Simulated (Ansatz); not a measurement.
Relaxation of AlH₆NO (9 atoms, charge 0, multiplicity 1), to a largest force component of 0.03 eV/Å in at most 50 steps.

Theory: Ansatz 0.2.0, RKS B3LYP-D4/6-31G*.

```xyz
9
Properties=species:S:1:pos:R:3:forces:R:3
Al -0.031 -0.164 -0.185 -0.06 0.39 -0.07
H -0.155 -0.262 1.379 -0.02 -0.28 0.32
H 1.338 -0.092 -0.957 0.09 -0.01 -0.08
N -1.559 -0.268 -1.092 -0.01 -0.02 -0.04
H -2.474 -0.391 -0.676 -0.01 -0.01 -0.01
H -1.634 -0.226 -2.101 0.00 0.00 0.02
O -0.217 2.402 1.292 -0.02 -0.84 0.12
H -1.147 2.651 1.164 0.03 0.00 0.02
H -0.266 1.556 1.802 0.01 0.77 -0.27
```

**Question.** Where does it end, and by what steps?

**Answer.** The forces met the threshold. After 11 steps the energy has fallen by 0.685 eV; H8 moved furthest, 1.22 Å. Joined: Al1–O7.

```json
{"step": "0", "energy less start (eV)": "0.0000", "largest force component (eV/Å)": "0.840", "accepted": "yes"}
{"step": "1", "energy less start (eV)": "-0.0571", "largest force component (eV/Å)": "1.669", "accepted": "yes"}
{"step": "2", "energy less start (eV)": "-0.2234", "largest force component (eV/Å)": "2.190", "accepted": "yes"}
{"step": "3", "energy less start (eV)": "-0.4377", "largest force component (eV/Å)": "1.310", "accepted": "yes"}
{"step": "4", "energy less start (eV)": "-0.5285", "largest force component (eV/Å)": "0.447", "accepted": "yes"}
{"step": "5", "energy less start (eV)": "-0.5789", "largest force component (eV/Å)": "0.481", "accepted": "yes"}
{"step": "6", "energy less start (eV)": "-0.6193", "largest force component (eV/Å)": "0.549", "accepted": "yes"}
{"step": "7", "energy less start (eV)": "-0.6548", "largest force component (eV/Å)": "0.631", "accepted": "yes"}
{"step": "8", "energy less start (eV)": "-0.6795", "largest force component (eV/Å)": "0.269", "accepted": "yes"}
{"step": "9", "energy less start (eV)": "-0.6808", "largest force component (eV/Å)": "0.159", "accepted": "yes"}
{"step": "10", "energy less start (eV)": "-0.6849", "largest force component (eV/Å)": "0.046", "accepted": "yes"}
{"step": "11", "energy less start (eV)": "-0.6852", "largest force component (eV/Å)": "0.030", "accepted": "yes"}
```

```xyz
9
Properties=species:S:1:pos:R:3
Al 0.056 0.017 0.103
H -0.011 -0.862 1.436
H 1.359 0.118 -0.800
N -1.579 0.264 -0.753
H -2.376 -0.303 -0.476
H -1.611 0.374 -1.762
O -0.301 1.884 0.812
H -1.167 1.789 0.307
H -0.515 1.926 1.760
```

Time of the run: 14 s on 1 thread of AMD EPYC 9R45 96-Core Processor (Zen 5), on a shared host, peak memory 0.15 GiB.
